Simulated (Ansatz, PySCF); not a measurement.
The pair A = CH5N (SMILES CN) (first 7 atoms), B = H2O (SMILES O); geometry from S66by8 set.
(charge 0, multiplicity 1):
```xyz
10

N     -0.804    -0.692    -0.357
H     -0.900    -1.661    -0.081
H     -1.394    -0.579    -1.172
C     -1.288     0.176     0.723
H     -1.184     1.213     0.415
H     -2.326     0.002     1.014
H     -0.656     0.036     1.596
O      1.858     0.519    -0.253
H      1.041     0.022    -0.427
H      2.440     0.260    -0.969
```

Frozen-core correlation. Rows in 6-31G* carry no dispersion term and start afresh at each structure (6-31G* with six Cartesian d functions). MP2/6-31G* freezes PySCF's default core.

Programs: Ansatz (Gaussian basis) for Hartree–Fock, density functionals and correlated methods; PySCF for 6-31G* rows. Values without a source in brackets are computed.

Total energies (hartree), monomers frozen at their geometry in the pair:

| structure | B3LYP/def2-TZVPPD | MP2/6-31G* | CCSD(T)/aug-cc-pVDZ |
|---|---|---|---|
| AB | -172.3849814 | -171.7172071 | -171.8994951 |
| A in the pair's basis | -95.9056464 | -95.5084794 | -95.6145902 |
| B in the pair's basis | -76.4693398 | -76.1980211 | -76.2746385 |
| A | -95.9055383 | -95.5063588 | -95.6131643 |
| B | -76.4693061 | -76.1967240 | -76.2738043 |

Q: Work out the interaction energy without and with the counterpoise correction, and the superposition error, for each level.

A: 
E(AB) − E(A) − E(B), times 627.509 kcal/mol, with the monomers in their own basis and then in the pair's basis:
- B3LYP/def2-TZVPPD: -6.36 uncorrected, -6.27 corrected; the monomers gain 0.09 kcal/mol from borrowed functions
- MP2/6-31G*: -8.86 uncorrected, -6.72 corrected; the monomers gain 2.14 kcal/mol from borrowed functions
- CCSD(T)/aug-cc-pVDZ: -7.86 uncorrected, -6.44 corrected; the monomers gain 1.42 kcal/mol from borrowed functions

Ansatz is an electronic-structure program.
